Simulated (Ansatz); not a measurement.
`[SiH3][AlH][PH2]` + H₂O → `[OH][AlH][SiH3]` + PH₃ at 298.15 K and 1 bar (formal hydrolysis of the Al–P bond).

Program: Ansatz. Geometries: PBE0-D4/def2-TZVP. ΔE: electronic, gas phase. CCSD(T)/CBS adds triple-zeta CCSD(T) − MP2 to the extrapolated MP2 energy (def2 sets, frozen cores). This one scheme is used for every species. Each species was taken in one conformer, which may not be the lowest.

| species | CCSD(T)/CBS energy (Eh) | H − E (kJ/mol) | S (J/(mol·K)) |
| --- | --- | --- | --- |
| `[SiH3][AlH][PH2]` | -875.62424 | 148.4 | 356.3 |
| H₂O | -76.37941 | 66.4 | 188.7 |
| `[OH][AlH][SiH3]` | -609.31389 | 136.5 | 330.9 |
| PH₃ | -342.72256 | 73.1 | 210.2 |

H − E and S are ideal-gas, rigid-rotor, harmonic terms from PBE0-D4/def2-TZVP, for one conformer and one mirror image of each species. 1 Eh = 2625.50 kJ/mol, R = 8.31446 J/(mol·K).

Problem. By hand: ΔE, ΔH, ΔS and ΔG.

Solution. ΔE = (-609.31389) + (-342.72256) − (-875.62424) − (-76.37941) = -0.03280 Eh = -86.1 kJ/mol. Δ(H − E) = 136.5 + 73.1 − 148.4 − 66.4 = -5.2, so ΔH = -91.3 kJ/mol. ΔS = 330.9 + 210.2 − 356.3 − 188.7 = -3.9 J/(mol·K). ΔG = -91.3 − 298.15 × (-3.9)/1000 = -90.1 kJ/mol.

Problem. By hand: the equilibrium constant, and the temperature at which ΔG would vanish if ΔH and ΔS stayed fixed.

Solution. log₁₀ K = −ΔG/(RT ln 10) = 15.8. ΔG = 0 at ΔH/ΔS = 23410 K, far beyond where these terms or the molecules hold.

The number of gas molecules stays the same, so ΔS is small and ΔH decides. A doubt of 5 kJ/mol in ΔE shifts log₁₀ K by 0.9 here. Other conformers and mirror images would add mixing entropy, several J/(mol·K) or more a flexible species. Modes under 60 cm⁻¹, often nearly free rotors, make the harmonic entropy too high. These are equilibria of isolated gas molecules and say nothing of rates. Largest T1 diagnostic: 0.014 (customary marks: 0.02 for closed shells, 0.045 for open ones).
